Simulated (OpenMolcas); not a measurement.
## Potential curves of ClF: spin-free states

Computed with OpenMolcas 26.06: state-averaged CASSCF(10,6) over Cl 3p, F 2p, XMS-CASPT2 (IPEA 0.25, imaginary shift 0.2 hartree), scalar X2C, ANO-RCC-VTZP, then RASSI spin–orbit state interaction with atomic mean-field integrals. C2 symmetry about the axis (a holds Σ, Δ, Γ; b holds Π, Φ, H; Σ⁺ and Σ⁻ are not told apart); roots by multiplicity and irrep: 1a 1, 3b 4, 1b 4, 3a 1.

XMS-CASPT2 energies in eV from the lowest point. Curves are followed by energy order within each symmetry, so they are adiabatic and may change character at avoided crossings; Σ⁺ and Σ⁻ are counted together.

```
R (Å)  (1)1Σ  (1)3Π  (1)1Π   (2)3Π   (2)1Π
1.427  0.955  5.139  6.154  12.343  12.986
1.510  0.298  3.977  4.996   9.900  10.548
1.584  0.045  3.251  4.249   8.192   8.793
1.659  0.000  2.779  3.704   6.851   7.387
1.742  0.108  2.406  3.274   5.705   6.123
1.825  0.313  2.213  2.976   4.841   5.161
1.941  0.674  2.105  2.719   3.978   4.183
```

(1) With masses 34.969 and 18.998 u, fit the curves (1)1Σ near their minima.

The 5 lowest clean curves are shown; the next is (1)3Σ, from 4.48 eV. Only roots inside an energy window near the equilibrium distance were included, so the list of states is not complete; labels number the states computed. Each spin and symmetry block has orbitals of its own, averaged over its own roots, so gaps between blocks are less sure than gaps within one and near the minimum can be off by tenths of an eV, in bad cases by more. No Rydberg orbitals are active, so Rydberg states, and σ→σ* states whose orbital the CASSCF left unused, can be missing between those listed.

## Answers

(1) At XMS-CASPT2, Te from the lowest curve (the fit fixes ωe to a per cent or two; the method's Re and ωe can be off by some per cent):

| curve | Te (cm⁻¹) | Re (Å) | ωe (cm⁻¹) |
| --- | --- | --- | --- |
| (1)1Σ | 0 | 1.641 | 769.4 |
